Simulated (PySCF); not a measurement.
## Electric properties by functional and basis

Compound: 1,2-dichloroethane, C₂H₄Cl₂.
InChI=1S/C2H4Cl2/c3-1-2-4/h1-2H2

PySCF, dipoles from the SCF density, polarisabilities from static response with core orbitals frozen. Geometry: PBE0-D3(BJ)/def2-SVP, one conformer, isolated molecule.

Reference polarisability: 8.000 Å³ (measured, gas; NIST CCCBDB Release 22 (SRD 101), experimental polarizabilities). The anisotropy is √(½[(α1 − α2)² + (α2 − α3)² + (α3 − α1)²]).

```json
{"level": "LDA/def2-SVPD", "α (Å³)": "8.60", "error (%)": "+7.5", "anisotropy (Å³)": "4.31"}
{"level": "PBE/def2-SVPD", "α (Å³)": "8.54", "error (%)": "+6.7", "anisotropy (Å³)": "4.31"}
{"level": "B3LYP/def2-SVPD", "α (Å³)": "8.30", "error (%)": "+3.8", "anisotropy (Å³)": "4.12"}
{"level": "PBE0/def2-SVPD", "α (Å³)": "8.19", "error (%)": "+2.3", "anisotropy (Å³)": "4.04"}
{"level": "BHandHLYP/def2-SVPD", "α (Å³)": "8.00", "error (%)": "0.0", "anisotropy (Å³)": "3.93"}
{"level": "CAM-B3LYP/def2-SVPD", "α (Å³)": "8.15", "error (%)": "+1.9", "anisotropy (Å³)": "3.93"}
{"level": "wB97X-D/def2-SVPD", "α (Å³)": "8.09", "error (%)": "+1.1", "anisotropy (Å³)": "3.89"}
{"level": "LC-wPBE/def2-SVPD", "α (Å³)": "7.90", "error (%)": "-1.2", "anisotropy (Å³)": "3.72"}
{"level": "HF/def2-SVPD", "α (Å³)": "7.74", "error (%)": "-3.2", "anisotropy (Å³)": "3.76"}
{"level": "PBE0/6-31G*", "α (Å³)": "6.02", "error (%)": "-24.7", "anisotropy (Å³)": "4.50"}
{"level": "PBE0/def2-SVP", "α (Å³)": "5.88", "error (%)": "-26.5", "anisotropy (Å³)": "3.88"}
{"level": "PBE0/6-31+G*", "α (Å³)": "6.93", "error (%)": "-13.3", "anisotropy (Å³)": "4.30"}
{"level": "PBE0/aug-cc-pVDZ", "α (Å³)": "8.17", "error (%)": "+2.1", "anisotropy (Å³)": "4.26"}
{"level": "PBE0/def2-TZVP", "α (Å³)": "7.25", "error (%)": "-9.4", "anisotropy (Å³)": "4.39"}
{"level": "PBE0/def2-TZVPD", "α (Å³)": "8.36", "error (%)": "+4.5", "anisotropy (Å³)": "4.19"}
{"level": "PBE0/aug-cc-pVTZ", "α (Å³)": "8.35", "error (%)": "+4.3", "anisotropy (Å³)": "4.20"}
```

For the polarisability, the smallest error is 0.0% (BHandHLYP/def2-SVPD) and the largest 26.5% (PBE0/def2-SVP). The dipole stays under 0.05 D at every level. In one basis (def2-SVPD) the functionals order the polarisability from HF (lowest) to LDA (highest), a spread of 11%. With PBE0 the polarisability is 6.38 Å³ without diffuse functions (mean of 6-31G*, def2-SVP and def2-TZVP) and 8.00 Å³ with them (mean of 6-31+G*, def2-SVPD, aug-cc-pVDZ, def2-TZVPD and aug-cc-pVTZ). Measured values can belong to vibrating molecules and may average over conformers; the computed ones are for one fixed geometry.
